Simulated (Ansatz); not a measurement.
Relaxed structures of AlBH4O, singlet (PBE0-D4/def2-TZVP; forces vanish, vibrations not checked; lower isomers may exist, and structures with a doubtful reference or unclear bonds are left out; Å). Ansatz 0.2.0; basis: def2-TZVPP; cores frozen in the correlated methods.

Q: Rank them by CCSD(T) energy, lowest first, and give each one's height above the lowest. Links in brackets join atoms within 1.22 times the sum of their covalent radii (1.1 for two metals). (Judge from chemistry; the value comes from the calculation.)
A.
AlBH₄O ([BH2][Al][OH2])
```
7
angstrom
B -1.2697 0.5710 -0.7855
O 1.2356 -0.5087 0.7547
Al -0.4848 -1.3321 -0.0896
H -1.1818 0.9253 -1.9384
H -2.1467 1.1631 -0.2000
H 1.5134 0.4115 0.7898
H 1.8841 -1.0635 1.1959
```
B.
AlBH₄O ([OH2][B][AlH2])
```
7
angstrom
B -0.5058 0.1526 0.3701
O -1.3614 0.5032 -0.7818
Al 1.3886 -0.5070 0.6793
H -1.1145 0.4678 -1.7236
H -2.2668 0.8027 -0.6342
H 2.4687 0.5640 1.1698
H 1.5796 -2.0533 1.0349
```
C.
AlBH₄O ([BH2][O][AlH2])
```
7
angstrom
B -1.2373 0.4592 -0.7519
O -0.1524 0.0557 -0.0917
Al 1.2207 -0.4531 0.7417
H -1.2155 0.5112 -1.9548
H -2.2266 0.7664 -0.1374
H 2.2559 0.6574 1.1649
H 1.3552 -1.9969 1.0292
```
D.
AlBH₄O ([BH3][O][AlH])
```
7
angstrom
B -1.5074 0.5139 -0.5838
O -0.2738 -0.2157 0.0195
Al 0.9796 -0.9508 0.6285
H -1.3208 0.5636 -1.7867
H -1.5346 1.6187 -0.0707
H -2.4799 -0.1592 -0.2909
H 2.2137 -1.6759 1.2284
```

A: By the calculation: C (0.0 kJ/mol), D (270.0 kJ/mol), A (397.2 kJ/mol), B (613.2 kJ/mol). Heights count from the lowest.

No T1 diagnostic of these runs exceeds 0.022. The restricted Hartree–Fock reference is unstable towards an unrestricted one at one or more of these structures.

For scale, one of the runs: CCSD(T)/def2-TZVPP, 160 basis functions, launched by `ansatz run in.yaml --threads 2 --pin off --events-out ev --progress --plain --max-ram 4352MiB`. The run took 32 s on 2 CPU threads of an Intel Xeon Platinum 8259CL (shared host), with 1.1 GiB of host memory at its peak.
